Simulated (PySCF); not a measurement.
From computed data to an observable: entropy of an ideal gas

diphosphorus (P2), SMILES P#P.

Geometry optimised at PBE-D3(BJ)/def2-TZVPD.

PBE-D3(BJ)/def2-TZVPD in PySCF gives the harmonic wavenumbers 784 cm⁻¹ and the rotational temperature 0.4317 K. The molar mass is 61.95 g/mol, the symmetry number 2, the spin multiplicity 1.

Question: Work out the entropy at 298.15 K and 1 atm in the rigid-rotor, harmonic-oscillator model.

Answer: 
Translation (Sackur–Tetrode at 1 atm): S = R[1.5 ln M + 2.5 ln T − 1.16487] = 160.2 J/(mol K).
Rotation: q = T/(σ θ) = 345, S = R[ln q + 1] = 56.9 J/(mol K).
Vibration: with u = 1.4388 ν/T, each mode gives R[u/(e^u − 1) − ln(1 − e^−u)]:
```json
[
 {"ν (cm⁻¹)": "784", "modes": "1", "u": "3.78", "S (J/(mol K))": "0.92"}
]
```
These are all the modes. Sum 0.9 J/(mol K).
Spin: R ln 1 = 0.0 J/(mol K).
Total 218.0 J/(mol K); the program's own thermochemistry gives 218.0. Translation makes up 73 % and vibration 0 %. Anharmonicity, hindered rotation and orbital degeneracy are left out.
